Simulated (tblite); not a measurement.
C4H6N (doublet state).
Cartesian coordinates in Å at the GFN2-xTB level; atoms count from 1:
```xyz
11
C4H6N angstrom
C     -0.825    1.306    0.819
C     -0.338    0.300    0.007
C     -1.120   -0.727   -0.482
N      0.999    0.413   -0.384
C      1.808   -0.539   -0.313
H     -0.183    2.099    1.152
H     -1.844    1.292    1.158
H     -0.710   -1.476   -1.135
H     -2.174   -0.757   -0.281
H      2.818   -0.380   -0.664
H      1.574   -1.527    0.097
```

Calculated harmonic vibrations of the isolated species, GFN2-xTB (tblite), most abundant isotopes, no scaling. The method is semi-empirical: single wavenumbers can be off by several per cent or more. One conformer, not necessarily the lowest. Open shells enter through the occupations alone, without spin polarisation, and single modes of such species can be off by tens of per cent.

Harmonic wavenumbers (cm⁻¹): 123.8, 256.1, 348.4, 395.7, 495.9, 510.3, 612.2, 722.1, 737.0, 744.1, 876.4, 940.1, 984.5, 1010.7, 1145.3, 1323.2, 1346.9, 1423.6, 1448.2, 1458.3, 1748.7, 2880.3, 3061.1, 3122.3, 3131.2, 3160.9, 3174.9.

A = 9594, B = 4610, C = 3273 MHz; mass 68.050 u (most abundant isotopes); point group C1, symmetry number 1; spin multiplicity 2.

**Question.** What is the zero-point energy?

**Answer.** ½Σν̃ = 18591 cm⁻¹ = 222.40 kJ/mol.

**Question.** Give the ideal-gas entropy at 400 K and 1 bar in the rigid-rotor, harmonic-oscillator model (classical rotation).

**Answer.** Translation 167.60, rotation 109.14, vibration 63.88, spin (R ln 2) 5.76: S = 346.4 J/(mol K).

**Question.** And Cp and H(400 K) − H(0)?

**Answer.** Cp = 119.94 J/(mol K), of which vibrations give 86.68 (their classical limit is 27 R = 224.5); H(400 K) − H(0) = 28.79 kJ/mol without the zero-point energy, 15.49 from vibrations.

**Question.** Blend soft modes into free rotors: weight 1/[1 + (100 cm⁻¹/ν̃)⁴] for the oscillator and the rest for a rotor with moment μB/(μ + B), μ = h/(8π²ν), B = 10⁻⁴⁴ kg m². What vibrational entropy results?

**Answer.** 63.06 J/(mol K) in place of 63.88, which changes −T·S at 400 K by +0.33 kJ/mol.

**Question.** What must be added to the electronic energy to get the Gibbs energy at 400 K and 1 bar?

**Answer.** ZPE + [H(400 K) − H(0)] − T·S = 222.40 + 28.79 − 138.56 = 112.63 kJ/mol.

Hindered rotation and anharmonicity are outside this model. Other conformers, if any are populated, would add a mixing term that is left out. The structure is chiral; the term R ln 2 for an equal mix with its mirror image is left out.
